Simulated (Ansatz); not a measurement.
Program: Ansatz 0.2.0.

A structure relaxed at PBE0-D4/def2-TZVP, charge 0, multiplicity 1:

```xyz
9

C     1.040   -0.727   -0.613
C     0.363    0.319   -0.189
F     0.803    1.573   -0.381
C    -0.937    0.343    0.539
F    -1.405   -0.928    0.746
H     0.646   -1.717   -0.436
H     1.980   -0.607   -1.133
H    -0.811    0.838    1.509
H    -1.678    0.905   -0.041
```

Question: Give its formula and SMILES.

Answer: C3H4F2, `C=C(F)CF`.

Question: Point group (tolerance 0.08 Å, 0.16 Å for H)?

Answer: Cs.

Question: Summarise the bond lengths by kind.

Answer: 2 × C–C 1.316 to 1.490 Å; 4 × C–H 1.080 to 1.096 Å; 2 × C–F 1.343 to 1.370 Å.
